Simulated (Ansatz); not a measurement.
The input, for Ansatz 0.2.0:

```yaml
crystal:
  periodic: [false, false, false]
  atoms:
    - {symbol: C, position_ang: [0.000000, 0.000000, 0.035736]}
    - {symbol: N, position_ang: [0.000000, 0.000000, -1.140472]}
    - {symbol: H, position_ang: [0.000000, 0.000000, 1.104735]}
basis:
  gaussian: {orbitals: 6-31G}
magnetization: {spin_polarized: true, initial_magnetization: 0}
correlation: {method: ccsd_t, electrons: outside_noble_gas}
```

```sh
$ ansatz run in.yaml --threads 1 --pin off --events-out ev --progress --plain --max-ram 4096MiB --backend cpu
```

Log:

```
291 factors; integrals over basis functions are off by at most 2.3e-4 eV
mean field evaluation 1: about -2523.9296 eV, gradient 1.9e1 eV
mean field evaluation 2: about -2523.9405 eV, gradient 1.9e1 eV
mean field evaluation 4: about -2525.8868 eV, gradient 1.5e0 eV
mean field evaluation 8: about -2525.9123 eV, gradient 3.6e-2 eV
mean field evaluation 16: about -2525.9140 eV, gradient 1.0e-1 eV
mean field evaluation 32: about -2525.9123 eV, gradient 1.2e-4 eV
mean field -2525.91404871 eV, -92.8256291640 hartree, gradient 2.8e-6 eV, S^2 0.054126; 4 other end points of the search recorded, 0 dependent functions left out
determinant -2525.91404871 eV, -92.8256291640 hartree, with singles and doubles -2531.83196177 eV, -93.0431084578 hartree
determinant -2525.91233031 eV, -92.8255660141 hartree, with singles and doubles -2531.82930388 eV, -93.0430107819 hartree
determinant -2525.91404871 eV, -92.8256291640 hartree, with singles and doubles -2531.82908894 eV, -93.0430028832 hartree
determinant -2525.91233031 eV, -92.8255660141 hartree, with singles and doubles -2531.82879308 eV, -93.0429920105 hartree
2 core orbitals not correlated: weight in the atoms' cores, before any rotation towards them, 1.000 or more for the frozen orbitals, at most 0.000 for the correlated occupied ones
reference -2525.91233031 eV, -92.8255660141 hartree; 5, 5 occupied and 13, 13 virtual orbitals, 291 factors
second order -5.90370275 eV of doubles, -0.00000000 eV of singles
cycle   1  -5.91646349 eV  change   -7.2e-7 eV  update   1.3e-6
perturbative correction -0.19969013 eV, -0.0073384770 hartree
Total energy: -2532.02848393 eV, -93.0503305140 hartree
```

For the same geometry and basis full CI lies 44.0 meV lower.

Ran on 1 thread of AMD EPYC 7R13, shared host: 0.6 s wall, 0.11 GiB peak host memory.
